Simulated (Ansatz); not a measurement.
Ansatz (a program for electronic structure) input (CCSD(T)/aug-cc-pVDZ):

Ansatz 0.2 input:
```yaml
crystal:
  periodic: [false, false, false]
  atoms:
    - {symbol: C, position_ang: [0.69937568, 1.82728426, 0.00054562]}
    - {symbol: C, position_ang: [0.70156397, 0.30144699, 0.00086227]}
    - {symbol: C, position_ang: [-0.70156397, -0.30144699, -0.00086227]}
    - {symbol: C, position_ang: [-0.69937568, -1.82728426, -0.00054562]}
    - {symbol: H, position_ang: [1.71402131, 2.22985319, 0.00179956]}
    - {symbol: H, position_ang: [-1.71402131, -2.22985319, -0.00179956]}
    - {symbol: H, position_ang: [0.18459666, 2.21933891, 0.88117291]}
    - {symbol: H, position_ang: [0.18691897, 2.21897643, -0.88159613]}
    - {symbol: H, position_ang: [-0.18691897, -2.21897643, 0.88159613]}
    - {symbol: H, position_ang: [-0.18459666, -2.21933891, -0.88117291]}
    - {symbol: H, position_ang: [1.25015028, -0.06514793, -0.87321431]}
    - {symbol: H, position_ang: [1.24784513, -0.06478813, 0.87653194]}
    - {symbol: H, position_ang: [-1.24784513, 0.06478813, -0.87653194]}
    - {symbol: H, position_ang: [-1.25015028, 0.06514793, 0.87321431]}
basis:
  gaussian:
    orbitals: aug-cc-pVDZ
total_charge: 1
magnetization: {spin_polarized: true, initial_magnetization: 1}
correlation: {method: ccsd_t, electrons: outside_noble_gas}
```

Output:

```
Functional definition: HF
integrals: 1.24 GiB planned
1790 factors; integrals over basis functions are off by at most 7.2e-4 eV
mean field: 1.04 GiB planned
mean field evaluation 1: about -4262.7972 eV, gradient 3.4e1 eV
mean field evaluation 2: about -4262.8024 eV, gradient 3.4e1 eV
mean field evaluation 4: about -4269.0820 eV, gradient 2.7e0 eV
mean field evaluation 8: about -4269.2117 eV, gradient 2.5e-1 eV
mean field evaluation 16: about -4269.2688 eV, gradient 8.7e-1 eV
mean field evaluation 32: about -4269.9430 eV, gradient 2.5e-6 eV
mean field evaluation 64: about -4268.3422 eV, gradient 9.5e0 eV
mean field evaluation 96: about -4269.7349 eV, gradient 1.2e0 eV
mean field evaluation 128: about -4269.9356 eV, gradient 2.6e-1 eV
mean field evaluation 160: about -4269.2358 eV, gradient 2.0e-1 eV
mean field evaluation 192: about -4267.6113 eV, gradient 2.6e-1 eV
mean field evaluation 224: about -4265.7251 eV, gradient 2.3e0 eV
mean field evaluation 256: about -4269.8957 eV, gradient 2.0e0 eV
mean field evaluation 288: about -4268.0273 eV, gradient 8.4e-1 eV
mean field evaluation 320: about -4264.5427 eV, gradient 1.8e1 eV
mean field evaluation 352: about -4269.8866 eV, gradient 1.0e0 eV
mean field evaluation 384: about -4269.2272 eV, gradient 2.1e-3 eV
mean field evaluation 416: about -4267.6214 eV, gradient 2.7e-2 eV
mean field -4269.94297087 eV, -156.9175099082 hartree, gradient 2.0e-6 eV, S^2 0.763477; 15 other end points of the search recorded, 0 dependent functions left out
determinant -4269.94297087 eV, -156.9175099082 hartree, with singles and doubles -4287.58460536 eV, -157.5658280179 hartree
determinant -4269.22721915 eV, -156.8912065176 hartree, with singles and doubles -4287.19000089 eV, -157.5513265710 hartree
determinant -4269.21459999 eV, -156.8907427719 hartree, with singles and doubles -4287.24095238 eV, -157.5531990036 hartree
determinant -4268.03423373 eV, -156.8473651119 hartree, with singles and doubles -4286.32422611 eV, -157.5195099347 hartree
determinant -4267.62141355 eV, -156.8321942501 hartree, with singles and doubles -4285.88442887 eV, -157.5033476843 hartree
determinant -4269.94297087 eV, -156.9175099082 hartree, with singles and doubles -4287.54203164 eV, -157.5642634624 hartree
determinant -4269.22721915 eV, -156.8912065176 hartree, with singles and doubles -4287.13356098 eV, -157.5492524425 hartree
determinant -4269.21459999 eV, -156.8907427719 hartree, with singles and doubles -4287.18844764 eV, -157.5512694902 hartree
4 core orbitals not correlated
reference -4269.94297087 eV, -156.9175099082 hartree; 13, 12 occupied and 165, 166 virtual orbitals, 1790 factors
second order -15.79810776 eV of doubles, -0.00000000 eV of singles
coupled cluster: 3.11 GiB planned
cycle   1  -17.59906017 eV  change    6.0e-7 eV  update   2.9e-6
perturbative correction -0.59368047 eV, -0.0218173547 hartree
Total energy: -4288.13571151 eV, -157.5860807951 hartree
```

This state (charge 1, doublet) is run at the relaxed geometry of the species with charge 0 and multiplicity 1.
